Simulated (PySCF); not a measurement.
SiCl + H₂O → HSiO + HCl

Level: PBE0 in the def2-TZVP basis family, all electrons, no relativity, computed in PySCF with density fitting; open shells unrestricted.

```csv
species,state and structure,ZPE (kJ/mol),H(298 K) − H(0) (kJ/mol),S° (J/(mol K))
SiCl,"doublet, C∞v, Si–Cl 2.067 Å",3.2,9.2,232.8
H₂O,"singlet, C2v, O–H 0.960 Å (×2); H–O–H 105.1°",56.5,9.9,188.7
HSiO,"doublet, Cs, Si–H 1.528 Å, Si–O 1.523 Å; H–Si–O 118.8°",22.5,10.3,241.7
HCl,"singlet, C∞v, H–Cl 1.279 Å",17.9,8.7,186.6
```

(1) Is the gas-phase reaction uphill or downhill in electronic energy at this level, and by how much?

(2) Add zero-point, thermal and entropy terms for 298.15 K and 1 bar.

Results:

(1) At PBE0/def2-TZVP, ΔE = 51.6 kJ/mol, uphill. Hydrolysis steps of this kind drive oxide growth by atomic layer deposition.

(2) ΔZPE = -19.3 and Δ[H(298) − H(0)] = -0.1 kJ/mol give ΔH° = 32.2 kJ/mol. ΔS° = 6.8 J/(mol K), so ΔG° = 32.2 − 298.15 × (0.0068) = 30 kJ/mol and log₁₀K = -5.3.

The entropy of SiCl lacks the orbital degeneracy of a ²Π state, up to R ln 2. Each species is the lowest minimum found with this bonding; other isomers or fragments can lie lower.
